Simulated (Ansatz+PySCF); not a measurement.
## singlet H2O: levels of theory in one basis

```yaml
atoms:
  - { symbol: O, position_ang: [0.0000, 0.0000, -0.2333] }
  - { symbol: H, position_ang: [0.0000, 1.4706, 0.9334] }
  - { symbol: H, position_ang: [0.0000, -1.4706, 0.9334] }
```

Basis set: 6-31G (spherical functions). Correlated methods keep 1 orbital frozen. Charge 0, multiplicity 1.

Computed with Ansatz (development build ahead of 0.2.0); each method stands on the lowest determinant of its kind that the runs found.

```csv
method,E − E(RHF) (eV),<S²> of the determinant
RHF,0.00,0.00
UHF,-4.85,1.75
RHF-MP2,-6.52,–
UHF-MP2,-6.44,1.75
RHF-CCSD,-7.41,–
UHF-CCSD,-7.31,1.75
RHF-CCSD(T),-7.77,–
UHF-CCSD(T),-7.44,1.75
```

What does full CI (lowest root of this spin) give on the same scale?

-7.68 eV.

At such a shape the full CI root can have another spatial symmetry than the determinants, so the rows needn't describe one state.

Is a single determinant a sound starting point here?

It is doubtful. Unrestricted orbitals lower Hartree–Fock by 4.85 eV and <S²> is 1.75 where a pure state has 0.00, a sign of strong static correlation.

Caution for RHF, RHF-MP2, RHF-CCSD, RHF-CCSD(T): an unrestricted determinant lies well below. Caution for UHF, UHF-MP2, UHF-CCSD, UHF-CCSD(T): the unrestricted determinant is a mixture of spin states. Caution for RHF-MP2, RHF-CCSD, RHF-CCSD(T): large amplitudes, a single reference is doubtful. Caution for UHF-MP2, UHF-CCSD, UHF-CCSD(T): bonds are stretched, where a single reference can fail; a plain start can end on a higher determinant. Caution for UHF-MP2: another reference gives a lower total. Caution for RHF-CCSD, RHF-CCSD(T): the amplitudes may be one of several solutions. Caution for UHF-CCSD, UHF-CCSD(T): the program doubts this total.
